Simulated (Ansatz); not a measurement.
Species, as SMILES: O (H2O).
Atoms: O1, H2, H3. Bonds: O1-H2, O1-H3.

Basis-set convergence of the lowest harmonic wavenumber at CCSD(T) with Ansatz (an electronic-structure program). Each level at its own minimum, finite differences of forces, unscaled; the reference is a large set that could be run, not a limit. Cartesian d functions, on some or all atoms, in 6-31G*; all else is spherical. Cores are frozen. Core-valence sets carry the plain set on hydrogen. No added dispersion term, no relativity. Reference: the value in def2-QZVPP, 1654 cm⁻¹, itself unsure by roughly 5 cm⁻¹ (its mean distance from cc-pVQZ, aug-cc-pVTZ, def2-TZVPPD).

| basis | functions | lowest harmonic wavenumber (cm⁻¹) |
|---|---|---|
| 6-31G* | 19 | (withheld) |
| cc-pVDZ | 24 | (withheld) |
| def2-SVP | 24 | 1667 |
| 6-311G** | 30 | (withheld) |
| 6-311+G** | 34 | 1647 |
| aug-cc-pVDZ | 41 | 1638 |
| def2-TZVP | 43 | 1630 |
| cc-pVTZ | 58 | 1669 |
| pcseg-2 | 58 | 1657 |
| def2-TZVPP | 59 | 1664 |
| jun-cc-pV(T+d)Z | 67 | 1651 |
| cc-pCVTZ | 71 | 1668 |
| def2-TZVPPD | 74 | 1654 |
| 6-311++G(3df,3pd) | 75 | (withheld) |
| aug-cc-pVTZ | 92 | 1646 |
| cc-pVQZ | 115 | 1659 |
| def2-QZVPP | 117 | 1654 |

### Question
Some entries are withheld; supply them.

### Answer

- 6-31G*, lowest harmonic wavenumber (cm⁻¹): 1742
- cc-pVDZ, lowest harmonic wavenumber (cm⁻¹): 1690
- 6-311G**, lowest harmonic wavenumber (cm⁻¹): 1682
- 6-311++G(3df,3pd), lowest harmonic wavenumber (cm⁻¹): 1641
